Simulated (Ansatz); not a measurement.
Basis-set series for C$_{3}$H$_{2}$FN. The species carries charge 0 and has multiplicity 1. The bonds changed during the relaxation, so this is another structure than the one it started from. All single points use the PBE0-D4/def2-TZVP geometry.

Z-matrix (Å, degrees):
```
C
N 1 1.462
C 1 1.512 2 50.2
H 1 1.086 2 119.2 3 -101.5
H 1 1.087 2 117.3 3 105.1
C 3 1.376 1 121.4 2 158.5
F 6 1.306 3 116.9 1 103.3
```

```tsv
functional	basis	functions	energy (Eh)	HOMO (eV)	LUMO (eV)
PBE0-D4	def2-SVP	80	-269.41589	-7.29	-2.57
PBE0-D4	def2-TZVPP	183	-269.72954	-7.43	-2.62
ωB97M-V	def2-SVP	80	-269.61662	-9.55	-0.27
ωB97M-V	def2-TZVPP	183	-269.94021	-9.73	-0.39
```

**Question.** Give the rows for def2-QZVPP. (Estimate.)

**Answer.** Ansatz gave: 
| functional | basis | functions | energy (Eh) | HOMO (eV) | LUMO (eV) |
| --- | --- | --- | --- | --- | --- |
| PBE0-D4 | def2-QZVPP | 345 | -269.74363 | -7.46 | -2.66 |
| ωB97M-V | def2-QZVPP | 345 | -269.95338 | -9.76 | -0.45 |
